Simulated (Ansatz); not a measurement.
## Crystal structures of titanium under PBEsol

All numbers below come from DFT, PBEsol, plane waves (420 eV) with PAW, scalar-relativistic in Ansatz 0.2.0. The PAW files were generated under PBE, with cores re-solved for the functional.

Each structure is relaxed within its own symmetry, so a high-lying one may be dynamically unstable.

Problem. Rank these structures of titanium by energy per atom, lowest first.
A. fcc
B. diamond
C. dhcp
D. A15
E. bcc
F. simple cubic
G. hcp
H. omega (AlB2-type)

Solution. H (0 meV/atom), G (13 meV/atom), C (59 meV/atom), A (69 meV/atom), E (117 meV/atom), D (198 meV/atom), F (856 meV/atom), B (2402 meV/atom).

```json
{"structure": "omega (AlB2-type)", "ΔE (meV/atom)": "-13", "V (Å³/atom)": "16.48", "cell": "a = 4.516 Å, c = 2.799 Å (c/a = 0.620)", "magnetic state": "spin not included"}
{"structure": "hcp", "ΔE (meV/atom)": "0", "V (Å³/atom)": "16.73", "cell": "a = 2.901 Å, c = 4.593 Å (c/a = 1.583)", "magnetic state": "non-magnetic"}
{"structure": "dhcp", "ΔE (meV/atom)": "46", "V (Å³/atom)": "16.82", "cell": "a = 2.895 Å, c = 9.265 Å (c/a = 3.200)", "magnetic state": "spin not included"}
{"structure": "fcc", "ΔE (meV/atom)": "56", "V (Å³/atom)": "16.71", "cell": "a = 4.059 Å", "magnetic state": "spin not included"}
{"structure": "bcc", "ΔE (meV/atom)": "104", "V (Å³/atom)": "16.60", "cell": "a = 3.214 Å", "magnetic state": "spin not included"}
{"structure": "A15", "ΔE (meV/atom)": "185", "V (Å³/atom)": "16.75", "cell": "a = 5.117 Å", "magnetic state": "spin not included"}
{"structure": "simple cubic", "ΔE (meV/atom)": "843", "V (Å³/atom)": "17.57", "cell": "a = 2.600 Å", "magnetic state": "spin not included"}
{"structure": "diamond", "ΔE (meV/atom)": "2388", "V (Å³/atom)": "21.18", "cell": "a = 5.534 Å", "magnetic state": "spin not included"}
```

ΔE counts from hcp.

PBEsol puts omega (AlB2-type) 13 meV/atom below hcp, the structure of the real element at low temperature or room conditions.

Differences under about 8 meV lie within the error of the k-point mesh.
